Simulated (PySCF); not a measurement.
## Name the molecule from its bond curve

A diatomic of charge 0 contains S. Its doublet curve at UHF-CCSD(T) in a double-zeta basis (no relativity, PySCF), in eV from the separated fragments:

(R (Å), E (eV)): (1.219, -3.221), (1.273, -3.428), (1.313, -3.505), (1.354, -3.529), (1.395, -3.510), (1.449, -3.433), (1.516, -3.273), (1.598, -3.022)

The fit gives ωe = 2682 cm⁻¹ and the rotational constant Bₑ = 9.396 cm⁻¹.

Problem. Which atom is the partner?

Solution. The minimum lies at 1.355 Å, so the reduced mass is 16.8576 u Å² cm⁻¹/(Bₑ·Re²) = 0.9772 u. With S at 31.97 u the partner weighs about 1.0 u: H. The molecule is SH.

Correlated steps freeze 5 core orbitals. The state is the lowest determinant that a PBE0 search found; another state may lie lower at other levels.
